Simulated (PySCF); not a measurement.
**Property card for 2-methoxypropene (`C=C(C)OC`)**

Compound: 2-methoxypropene, C4H8O.
Z-matrix (Å and degrees, GFN2-xTB geometry), rows numbered from 1:
```
C 
C   1  1.3268
C   2  1.4997  1  123.70
O   2  1.3658  1  126.02  3  -179.98
C   4  1.4046  2  117.97  1     0.25
H   1  1.0735  2  120.07  3    -0.01
H   1  1.0743  2  123.74  3  -179.99
H   3  1.0847  2  110.76  1    -0.11
H   3  1.0883  2  109.73  1  -121.03
H   3  1.0883  2  109.75  1   120.80
H   5  1.0888  4  106.03  2  -179.96
H   5  1.0949  4  111.33  2    61.01
H   5  1.0948  4  111.35  2   -60.98
```

Some functional groups and rings: C=C double bond and ether.

**GFN2-xTB geometry**

- Point group of the GFN2-xTB geometry: Cs
- Rotational constants A, B, C of the GFN2-xTB geometry: 9.136, 4.081, 2.924 GHz

From CAM-B3LYP/def2-SVPD ground state and vertical TDDFT (core frozen in the response) (PySCF):

- Dipole moment: 0.60 D
- HOMO energy: -7.97 eV
- LUMO energy: 1.40 eV
- HOMO–LUMO gap: 9.37 eV
- Lowest singlet excitation: 6.45 eV (192 nm, f = 0.031)
- Strongest line among the 8 lowest singlet transitions: S3 at 7.12 eV (174 nm, f = 0.311)
- Lowest triplet excitation (Tamm–Dancoff): 4.56 eV
- Static isotropic polarisability: 55.1 au
- Electronic spatial extent ⟨r²⟩ about the centre of nuclear charge: 467 bohr²

PBE0/pcSseg-1 ground state and GIAO shieldings, non-relativistic (PySCF):

* Lowest Hirshfeld atomic charge: -0.17 e on C1
* Highest Hirshfeld atomic charge: +0.08 e on C2
* 13C chemical shifts (computed TMS as zero) by class: 169.7 (C2), 83.2 (C1), 55.9 (C5), 24.3 (C3) ppm
* 1H chemical shifts (computed TMS as zero) by class: 4.01 (H6), 3.74 (H7), 3.69 (H11/H12/H13), 1.88 (H8/H9/H10) ppm
* Isotropic shieldings of nuclei other than C and H, by class: 211 (O4) ppm
* Mayer bond orders between heavy atoms: C1–C2 1.85, C2–C3 1.05, C2–O4 1.04, O4–C5 0.91

**B3LYP/pcJ-1 indirect spin-spin coupling, non-relativistic, gas phase; spin–dipole term left out (PySCF)**

* Largest of the computed one-bond spin–spin couplings (means over like bonds): 13C–1H +169.2 (C1–H6), 13C–1H +159.9 (C1–H7), 13C–1H +147.2 (C5–H11 and 2 like it), 13C–1H +133.7 (C3–H8 and 2 like it), 13C–13C +90.2 (C1–C2), 13C–13C +53.2 (C2–C3), 17O–13C +28.6 (O4–C2), 17O–13C +23.0 (O4–C5) Hz

Monoisotopic mass (most abundant isotopes): 72.0575 u.

The largest Löwdin shares of the HOMO are 0.37 on C1, 0.24 on C2, 0.22 on O4 and 0.04 on H7. The principal polarisabilities are 43.4, 60.3 and 61.6 au; their mean is the isotropic value. The dipole equals about 2.0 × 10⁻³⁰ C·m (1 D = 3.33564 × 10⁻³⁰ C·m). With B = h/(8π²I), that is 505.379 GHz u Å² over I, the principal moments of inertia are 55.3, 123.8 and 172.8 u Å² (most abundant isotopes). The rotational constants make it an asymmetric top with κ = (2B − A − C)/(A − C) = -0.63, nearer the prolate limit (−1). In wavenumbers S1 is 52000 cm⁻¹ (1 eV = 8065.54 cm⁻¹). No computed singlet falls in the visible range (750 to 380 nm, 1.65 to 3.26 eV); S1 lies 3.19 eV above its blue end.

 NMR classes are plain means over equivalent atoms (diastereotopic ones count apart unless rotation or inversion swaps them), as if these changed places fast; in this geometry the members of some classes differ.

For the NMR shielding job (PBE0/pcSseg-1), on one thread of an Arm Neoverse V1, on a shared host, this took 9.6 s wall.

One conformer stands for the species.
